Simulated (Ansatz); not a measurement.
One crystal and one scan (energy against volume) at two levels, r2SCAN (plane waves to 500 eV, PAW, scalar-relativistic; Ansatz, a first-principles code) and PBE (plane waves to 420 eV, PAW, scalar-relativistic; Ansatz), each from its own relaxed cell and on its own mesh. The cell shown is that of r2SCAN.

SiC (zinc blende)

```yaml
crystal:
  lattice:
    - [0.00000, 2.17816, 2.17816]
    - [2.17816, 0.00000, 2.17816]
    - [2.17816, 2.17816, 0.00000]
  atoms:
    - { symbol: C, position: [0.25000, 0.25000, 0.25000] }
    - { symbol: Si, position: [0.00000, 0.00000, 0.00000] }
```

E(V) scan at fixed shape, V₀ the volume above. Symmetry pins the atoms to their sites.

Energies are smeared free energies. SiC was relaxed with its symmetry unable to fall. Percentages come from the unrounded values.

Results of r2SCAN:

Lattice constant a (Å): 4.356
Bulk modulus B₀ (third-order Birch-Murnaghan fit) (GPa): 227.2

Estimate the PBE values.


| quantity | PBE | r2SCAN − PBE |
|---|---|---|
| Lattice constant a (Å) | 4.380 | -0.024 (-0.5 %) |
| Bulk modulus B₀ (third-order Birch-Murnaghan fit) (GPa) | 212.4 | +14.8 (+7.0 %) |

r2SCAN gives the higher value for: bulk modulus B₀. r2SCAN gives the lower value for: lattice constant a. For the lattice constant a the reference is 4.346 Å (measured, corrected to the static lattice; as given in Daniel Mejia-Rodriguez, S. B. Trickey, Physical Review B (2018), arXiv:1807.09216): r2SCAN lies nearer. For the bulk modulus B₀ the reference is 229.1 GPa (measured, corrected to the static lattice; as given in Daniel Mejia-Rodriguez, S. B. Trickey, Physical Review B (2018), arXiv:1807.09216): r2SCAN lies nearer. 

(A scan under strain: stresses follow from slopes of the energy per volume, elastic moduli from its curvatures.)
